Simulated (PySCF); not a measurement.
Two-photon absorption: `Cc1ccon1`, C4H5NO

Molfile (atoms numbered from 1):
```
C4H5NO
     RDKit          3D

 11 11  0  0  0  0  0  0  0  0999 V2000
   -1.6974   -0.0531   -0.2289 C   0  0  0  0  0  0  0  0  0  0  0  0
   -0.2434   -0.2209    0.0211 C   0  0  0  0  0  0  0  0  0  0  0  0
    0.7948    0.7441   -0.0962 C   0  0  0  0  0  0  0  0  0  0  0  0
    1.9029    0.0550    0.2509 C   0  0  0  0  0  0  0  0  0  0  0  0
    1.5894   -1.2041    0.5526 O   0  0  0  0  0  0  0  0  0  0  0  0
    0.2320   -1.3741    0.4066 N   0  0  0  0  0  0  0  0  0  0  0  0
   -2.1168    0.7136    0.4264 H   0  0  0  0  0  0  0  0  0  0  0  0
   -1.8807    0.2566   -1.2602 H   0  0  0  0  0  0  0  0  0  0  0  0
   -2.2173   -0.9927   -0.0468 H   0  0  0  0  0  0  0  0  0  0  0  0
    0.7187    1.7761   -0.3947 H   0  0  0  0  0  0  0  0  0  0  0  0
    2.9466    0.3173    0.3282 H   0  0  0  0  0  0  0  0  0  0  0  0
  1  2  1  0
  2  3  1  0
  3  4  2  0
  4  5  1  0
  5  6  1  0
  6  2  2  0
  1  7  1  0
  1  8  1  0
  1  9  1  0
  3 10  1  0
  4 11  1  0
M  END
```

Level of theory: TDDFT CAM-B3LYP/def2-TZVPD excited states, vertical, gas phase in PySCF 2.14.0. Geometry: PBE0-D3(BJ)/def2-TZVP.

Singlets 3 and 4 lie within 0.01 eV of each other, so their separate moments and overlaps can depend on how they mix.

How strongly do the lowest singlets absorb one photon, and two photons of half the energy?

δ for parallel linear polarisation; σ at the peak of a Lorentzian of half width 0.1 eV, single beam; Ω is circular over linear.
| state | E (eV) | f | photon λ (nm) | δ (au) | σ (GM) | Ω | main |
| --- | --- | --- | --- | --- | --- | --- | --- |
| S1 | 6.64 | 0.125 | 373 | 10.2 | 0.17 | 1.43 | HOMO→LUMO 0.88 |
| S2 | 6.75 | 0.004 | 367 | <0.1 | 0.00 | – | HOMO−2→LUMO 0.93 |
| S3 | 7.08 | 0.033 | 350 | 25.9 | 0.47 | 1.35 | HOMO−1→LUMO 0.75, HOMO→LUMO+4 0.11 |
| S4 | 7.09 | 0.027 | 350 | 52.9 | 0.97 | 1.50 | HOMO→LUMO+1 0.83, HOMO→LUMO+2 0.10 |
| S5 | 7.70 | 0.001 | 322 | 8 | 0.17 | 1.50 | HOMO−1→LUMO+1 0.55, HOMO→LUMO+2 0.22 |
| S6 | 7.78 | 0.001 | 319 | 25.7 | 0.57 | 1.50 | HOMO→LUMO+2 0.59, HOMO−1→LUMO+1 0.22 |

Among these, the strongest one-photon state is S1, the strongest two-photon state S4, with a dipole change of 5.1 D (relaxed, norm of the difference vector).
